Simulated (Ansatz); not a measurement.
## How far a parabola holds: energy against volume of zinc-blende AlN (metastable phase)

Results of PBE-D4 (plane waves, PAW; Ansatz, an electronic-structure program) for zinc-blende AlN (metastable phase). Numerical settings: plane-wave cutoff 520 eV, 14×14×14 k mesh, Fermi–Dirac smearing 0.01 eV, scalar-relativistic PAW data made under PBE. The cell has no free parameter but its volume, all volumes share cutoff and mesh, and the runs aren't spin-polarised. Energies are free energies at the run's smearing, counted from the lowest row; static lattice.

| V (Å³/atom) | E (meV/atom) |
|---|---|
| 9.800 | ? |
| 10.008 | 11.25 |
| 10.217 | 2.73 |
| 10.425 | 0.00 |
| 10.634 | 2.52 |
| 10.842 | 9.80 |

Q: Using a parabola, estimate the missing E at V = 9.800 from the other rows, showing the fit.

A: With u = V - 10.43, the rows have u = -0.42200, -0.21300, -0.00500, 0.20400, 0.41200. Least squares gives E = -0.010 - 0.898·u + 60.548·u². Residuals (row less fit): 0.098, -0.198, 0.004, 0.193, -0.098; standard error 0.219 (degrees of freedom: 2). The fitted curve has its minimum at V = 10.4, where E = -0.01. Its curvature is d²E/dV² = 2 × 60.548 meV/Å⁶, so B = V0·d²E/dV² × 0.1602 = 203 GPa. At the withheld row, u = -0.63000, so E = -0.010 - 0.898 × (-0.63000) + 60.548 × (-0.63000)² = 24.587 meV/atom. The calculation gives 26.17 meV/atom, 1.583 meV/atom above the prediction (6.0 % of the range of E in the table). The row lies outside the fitted rows, so this is an extrapolation. From the scatter of the fitted rows alone, a prediction at this place has a standard error of 0.518 meV/atom, so the miss is 3.1 times that.

The residuals are curvature that a parabola lacks, not noise. A solid that stiffens under compression and softens on expansion lies above the parabola at the compressed end and under it at the expanded end, as this row does. A third-order Birch-Murnaghan fit to the whole scan has B0 = 201 GPa. Only scans are tabulated whose curvature falls smoothly with volume, and where the parabola meets the shown rows within 5 % of their range and misses the end by 0.1 meV or more.
